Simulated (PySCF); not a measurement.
## Nuclear quadrupole coupling in `FCCC1=NC1`

Compound: C4H6FN.
Structure used (GFN2-xTB, dihedral held), in Å, numbered top down from 1:
```xyz
12
C4H6FN angstrom
F     -1.259    1.815    0.041
C     -1.089    0.816   -0.879
C     -0.779   -0.508   -0.177
C      0.628   -0.620    0.208
N      1.720   -0.028    0.376
C      1.741   -1.527    0.437
H     -0.270    1.123   -1.536
H     -2.027    0.748   -1.440
H     -1.031   -1.342   -0.838
H     -1.402   -0.591    0.719
H      1.884   -1.978    1.410
H      2.200   -2.048   -0.393
```

Field gradients from the B3LYP/pcJ-1 density (PySCF, non-relativistic), principal values in atomic units, ordered |Vxx| ≤ |Vyy| ≤ |Vzz|:

```tsv
atom	Vxx	Vyy	Vzz
N5	0.2190	0.4738	-0.6928
```

Problem. Find the asymmetry η = (Vxx − Vyy)/Vzz and the couplings χ = eQV/h (234.96 MHz × Q in barn × V in au), with Q(14N) = 0.02044 b.

Solution. 
```tsv
atom	environment	nucleus	η	χzz (MHz)	χxx (MHz)	χyy (MHz)
N5	C=N nitrogen	14N	0.37	-3.327	1.052	2.276
```

The tensor is traceless: Vxx + Vyy + Vzz = 0.

Problem. What is Vzz at N5 in SI units (1 au = 9.71736 × 10²¹ V/m²)?

Solution. -0.6928 au = -6.732 × 10²¹ V/m².

Problem. What couplings would deuterons (Q(2H) = 0.00286 b) have in place of the hydrogens, at this geometry?

Solution. 
```tsv
atom	bonded to	bond length (Å)	Vzz (au)	η	χzz (kHz)
H7	C2	1.094	0.2764	0.07	186
H8	C2	1.095	0.2781	0.07	187
H9	C3	1.094	0.2862	0.05	192
H10	C3	1.095	0.2850	0.05	192
H11	C6	1.082	0.3111	0.10	209
H12	C6	1.083	0.3104	0.10	209
```

The geometry is a constrained GFN2-xTB structure with the dihedral C2–C3–C4–C6 held at 210°, isolated molecule; it need not be a minimum. GFN2-xTB bond lengths can be off by several hundredths of an ångström, more for odd bonds, and the gradients follow them. The small basis limits the accuracy of the gradients.

The run behind these numbers computed spin–spin couplings as well. On one thread of an Intel Xeon Platinum 8559C, no GPU, shared host with 192 logical CPUs at a one-minute load of 78, this took 31 s and 0.89 GiB of memory at its peak.
